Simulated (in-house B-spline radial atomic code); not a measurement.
The numbers below are computed, except where a source is named.
## Stopping and range of 80 keV O in Si

The pair potential comes from two frozen, spherical free-atom densities (PBE, B-spline radial code, scalar-relativistic past argon): electrostatics plus the change in Thomas-Fermi kinetic and Dirac exchange energy where they overlap, the recipe behind the universal ZBL potential, which averages such potentials (from solid-state densities) over many pairs. It is written V = (Z1 Z2 e²/r) φ(r/a), with e² = 14.3996 eV·Å and a = 0.46850 Å/(Z1^0.23 + Z2^0.23); ZBL's fit is φ = 0.18175 e^(−3.1998x) + 0.50986 e^(−0.94229x) + 0.28022 e^(−0.4029x) + 0.02817 e^(−0.20162x). Where φ falls below 4e-4 it is continued as an exponential.

The target is taken as amorphous, with density 2.329 g/cm³ (NSM archive of the Ioffe Institute); channelling is ignored. Masses: O 16.0, Si 28.09 u. Nuclear stopping is S_n = 4π a Z1 Z2 e² M1/(M1 + M2) × s_n(ε), with s_n integrated over impact parameters for each pair. Electronic stopping is Lindhard and Scharff's S_e = Z1^(1/6) 8π e² a0 Z1 Z2/(Z1^(2/3) + Z2^(2/3))^(3/2) × v/v0, with a0 = 0.529177 Å and v = v0 at 24.801 keV/u; it misses the oscillations with Z1 seen in experiment, which reach tens of per cent. Compounds add by atom fraction.

```json
{"target atom": "Si", "a (Å)": "0.13587", "ε at this energy": "4.294", "s_n, this pair": "0.2044", "s_n, ZBL potential": "0.1915"}
```

(1) What are the atom density and the stopping powers at entry?

Along the track:

```json
{"E (keV)": "4", "N S_n (eV/nm)": "192", "N S_e (eV/nm)": "49.5"}
{"E (keV)": "12", "N S_n (eV/nm)": "184", "N S_e (eV/nm)": "85.7"}
{"E (keV)": "24", "N S_n (eV/nm)": "161", "N S_e (eV/nm)": "121"}
{"E (keV)": "40", "N S_n (eV/nm)": "137", "N S_e (eV/nm)": "157"}
{"E (keV)": "60", "N S_n (eV/nm)": "116", "N S_e (eV/nm)": "192"}
{"E (keV)": "80", "N S_n (eV/nm)": "102", "N S_e (eV/nm)": "221"}
```

(2) Estimate the path length and the projected range.

Results:

(1) N = 2.329 × 0.602214/28.09 = 0.04993 atoms/Å³. For Si: S_n = 999.3 × 0.2044 = 204.3 eV·Å², S_e = 1.5675 × √80000 = 443.4 eV·Å². Averaged over the target's atoms and times N × 10 Å/nm, the ion loses N S_n = 102 eV/nm to recoils and N S_e = 221 eV/nm to electrons; the nuclear share is 32 %.

(2) With continuous slowing down the path is the integral of dE/(N (S_n + S_e)). Trapezoids over the table give 261 nm, and the stretch below the first row, with stopping taken as √E, adds 2E/(N S) = 33 nm: 294 nm in all, against 282 nm on a fine grid from 5 eV. Deflections shorten the depth: to first order in the energy passed on, N (S_n + S_e) dR_p/dE = 1 − N S_n (M2/M1) R_p/(2E), summed over the target's atoms, and integrating this on the fine grid gives R_p = 193 nm, 0.68 of the path. Lindhard's rule of thumb R/(1 + M2/3M1), with mean M2/M1 = 1.76, gives 178 nm. On the ZBL potential the same equation gives 202 nm, and the full integral equation, which keeps hard collisions, 212 nm.
